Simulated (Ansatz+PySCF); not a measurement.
Two shapes of singlet CH2O2.

Shape 1:

```xyz
5

C     0.0000   -0.4063   -0.0945
O     0.0000   -0.3624    1.1006
O     0.0000    0.6540   -0.9005
H     0.0000   -1.3371   -0.7000
H     0.0000    1.4426   -0.3332
```

Shape 2:

```xyz
5

C    -0.0126   -0.3799   -0.0539
O    -0.0030   -0.3736    1.0519
O    -0.0154    0.6585   -0.9479
H    -0.0200   -1.2939   -0.6847
H    -0.0399    1.4150   -0.3451
```

Basis set: def2-SVP (spherical functions). Frozen core: 3 orbitals. Charge 0, multiplicity 1.

Computed with Ansatz (development build ahead of 0.2.0); each method stands on the lowest determinant of its kind that the runs found.

Problem. Which shape is lower in energy, and by how much in each method?

Solution.

```csv
method,E(2) − E(1) (eV)
RHF-MP2,0.574
UHF-CCSD,0.546
RHF-CCSD(T),0.571
UHF-CCSD(T),0.571
PBE0 (unrestricted),0.525
```

Shape 1 is lower.
